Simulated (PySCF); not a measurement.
**Dipole moment and polarisability of CH2ClF**

CH2ClF.
Cartesian coordinates in Å at the PBE0-D3(BJ)/def2-SVP level; atoms count from 1:
```
atom  x, y, z in Å
F1     0.9723   -0.9463    0.0796
C2     0.1061    0.0791   -0.0105
Cl3   -1.5702   -0.4918    0.0854
H4     0.2654    0.7753    0.8257
H5     0.2268    0.5839   -0.9801
```

The species is `C(Cl)F` (CH2ClF).

Level: CAM-B3LYP/def2-SVPD (PySCF), static field, nuclei fixed, core orbitals frozen in the response. The polarisability tensor in these axes (au):

```
x   35.74  1.74 -0.39
y    1.74 27.81 -0.20
z   -0.39 -0.20 26.27
```

Q: What are the eigenvalues, a third of the trace, and Δα (Δα² = ½Σ(αi − αj)² over the three pairs)?

A: Principal values 26.24, 27.46 and 36.12 au; mean 29.94 au = 4.44 Å³ = 4.94 × 10⁻⁴⁰ C²·m²/J; Δα = 9.33 au (31 % of the mean).

Q: What is the dipole moment, and where does it point?

A: (0.52, 1.77, -0.20) D, 1.86 D in size, pointing from the negative to the positive side. Measured along this direction, the outermost atoms are Cl3 at the negative end and H4 and H5 at the positive end.

Q: In a dilute gas of rigid molecules at 298 K, how does the orientational term μ²/3kT compare with the electronic polarisability?

A: In Gaussian units μ²/3kT = 27.93 Å³ against 4.44 Å³, a ratio of 6.30; the Debye molar polarisation (4π/3)N_A(α + μ²/3kT) is 81.7 cm³/mol, leaving out the vibrational part.

Q: Form Σ f/ω² (atomic units) for the 10 lowest TDDFT singlets, given as eV and f, and set it beside the mean polarisability, which is this sum over all singlets: 7.50, 0.0019; 7.99, 0.0025; 8.47, 0.0134; 9.04, 0.0731; 9.24, 0.0052; 9.52, 0.0829; 9.79, 0.0179; 9.90, 0.0745; 9.99, 0.0057; 10.07, 0.0004.

A: They add up to 2.32 au, 7.8 % of the 29.94 au; the largest single term is 0.68 au, from the state at 9.52 eV. Terms in order: 0.02, 0.03, 0.14, 0.66, 0.05, 0.68, 0.14, 0.56, 0.04, 0.00 au. Higher excitations give the rest. The strengths listed sum to 0.277.

Q: Find the Langevin capture rate constant for O2+ (31.990 u) meeting this molecule (67.983 u), k = 2.342 × 10⁻⁹ cm³/s × √(α in Å³ / reduced mass in u).

A: The reduced mass is 21.75 u, so k = 1.06 × 10⁻⁹ cm³/s. The formula leaves out the permanent dipole, which adds to the capture rate.

Q: Refractivity n − 1 of an ideal gas of it at 298.15 K and 1 atm, from the electronic α?

A: N = p/kT = 2.4615 × 10¹⁹ cm⁻³, so n − 1 = 2π × N × 4.44 × 10⁻²⁴ cm³ = 686 × 10⁻⁶ at long wavelengths.

Q: Along which axes do the principal values lie, and how far do the nuclei extend along each?

A: Largest value along (0.98, 0.21, -0.04), where the nuclei span 2.39 Å; middle along (-0.21, 0.97, -0.10), 1.75 Å; least along (0.02, 0.11, 0.99), 1.82 Å. 

Geometry: PBE0-D3(BJ)/def2-SVP; no solvent, vibrations or thermal averaging.
